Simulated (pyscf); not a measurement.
Thermochemistry of product channels of H₃Si–O–SiH₃ (SMILES [SiH3]O[SiH3]) + F• (SMILES [F]) on the doublet surface, in kJ/mol, from ωB97M-D3(BJ)/def2-TZVP energies (ideal gas, 1 atm, RRHO with modes under 100 cm⁻¹ raised to 100, one conformer, R ln 2 for chiral ones without a mode under 150 cm⁻¹). Optimised with ωB97X-D3(BJ)/def2-SVP in PySCF.

| products | ΔE | ΔH(298 K) | ΔG(600 K) | ΔG(900 K) |
|---|---|---|---|---|
| F–SiH•–O–SiH₃ (SMILES F[SiH]O[SiH3]) + H₂ (SMILES [H][H]) | -291.0 | -299.0 | -299.5 | -301.1 |
| •H₂Si–O–SiH₃ (SMILES [SiH2]O[SiH3]) + HF (SMILES F) | -163.4 | -162.5 | -178.0 | -185.5 |

These are energies of the channels, which say nothing of barriers. Left out: orbital degeneracy and the spin-orbit lowering of F.
